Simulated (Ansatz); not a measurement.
Mulliken charges of CH4BO, SMILES `[BH]OC` radical from ωB97M-V/def2-TZVPP in Ansatz (PBE0-D4/def2-TZVP geometry).

```tsv
atom	x (Å)	y (Å)	z (Å)	charge (e)
B1	-1.320	-1.026	-0.173	-0.050
O2	-0.272	-0.707	0.565	-0.208
C3	0.642	0.339	0.244	-0.147
H4	-1.629	-0.474	-1.202	0.044
H5	0.358	0.834	-0.688	0.102
H6	0.643	1.059	1.062	0.129
H7	1.639	-0.093	0.146	0.129
```

Problem. By hand: the dipole of these point charges (1 e Å = 4.8032 D).

Solution. Σ q r = (0.287, 0.337, -0.112) e Å, of length 0.457 e Å = 2.20 D.

Problem. How does the dipole of the full density compare? (Estimate.)

Solution. Ansatz gave: (0.340, 0.366, -0.091) e Å, 2.44 D; the point charges give 0.90 times that, at 5° from its direction.

Point charges leave out the atoms' own dipoles, such as those of lone pairs, and Mulliken's split depends on the basis, so the close match here is no proof of good charges.
